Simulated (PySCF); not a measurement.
C4H5OP.
Atom-mapped SMILES: `[CH3:1][c:2]1[o:3][cH:4][cH:5][p:6]1`

NICS is the negative of the GIAO shielding at a point without a nucleus: at the ring centre (0) and 1 Å above and below it (1); zz is the component along the ring normal. Level: GIAO PBE0/pcSseg-1 (PySCF, non-relativistic, gas phase) on the GFN2-xTB geometry, one conformer.

Ring bond lengths (Å), with Mayer bond orders in brackets: C2–O3 1.344 (1.05), O3–C4 1.335 (1.08), C4–C5 1.354 (1.62), C5–P6 1.768 (1.14), P6–C2 1.719 (1.51).

Q: What do the NICS probes read (ppm)?

A: 
```tsv
ring	type	NICS(0)	NICS(1), two faces	NICS(1)zz, two faces	rms pucker (Å)	centre to ring atoms, mean (Å)
C2–O3–C4–C5–P6	5-membered ring with O and P; formal bonds all aromatic	-11.3	-10.7 / -10.7	-25.5 / -25.5	0.00	1.27
```

Q: What do they say, and how far can they be read as aromaticity?

A: 
- C2–O3–C4–C5–P6: mean NICS(1)zz -25.5 ppm, shielded.

Q: What does the geometric index give? HOMA = 1 − mean of α(R − Ropt)² over the ring bonds, with Krygowski's 1993 parameters (CC: Ropt 1.388 Å, α 257.7 Å⁻²; CO: Ropt 1.265 Å, α 157.38 Å⁻²; CP: Ropt 1.698 Å, α 118.91 Å⁻²).

A: 
- C2–O3–C4–C5–P6: HOMA 0.46; the largest term is that of C2–O3, α(R − Ropt)² = 0.98.

Q: At the second NICS(1) probe listed for ring C2–O3–C4–C5–P6, 1 Å off the ring, how large is the induced field along the normal in 14.1 T applied along it?

A: NICSzz × B0 = -25.5 ppm × 14.1 T = -360 μT, against the applied field.

Q: Give the inner angles of the rings and the Hirshfeld charges of the ring atoms.

A: 
- C2–O3–C4–C5–P6: C2 115.0° (+0.020 e), O3 111.5° (-0.050 e), C4 115.4° (+0.010 e), C5 110.7° (-0.146 e), P6 87.4° (+0.021 e); sum 540.0° against 540° for a flat convex ring.

Q: What are the shieldings of the ring atoms and their hydrogens in the same run (means over atoms taken as equivalent)?

A: 
```
  atoms                        environment  σ isotropic (ppm)  principal values of the symmetric part, first atom (ppm)
     C2        substituted aromatic carbon              -18.2                                        -173.1, 28.3, 90.3
     O3                  furan-type oxygen              -24.5                                      -227.9, -72.8, 227.2
     C4  aromatic CH next to a ring oxygen               33.8                                        -55.9, 55.4, 101.8
     C5                 aromatic CH carbon               55.4                                        -50.1, 58.2, 158.1
     P6           phosphorus bonded to 2 C              203.4                                        -3.6, 152.9, 461.0
H on C4                  aromatic hydrogen              23.65                                          20.3, 24.3, 26.4
H on C5                  aromatic hydrogen              24.55                                          23.2, 23.9, 26.6
```

On one thread of an Arm Neoverse V1, no GPU, on a shared host, this took 11 s and 0.63 GiB of memory at its peak. This is the whole shielding run at PBE0/pcSseg-1, SCF included.
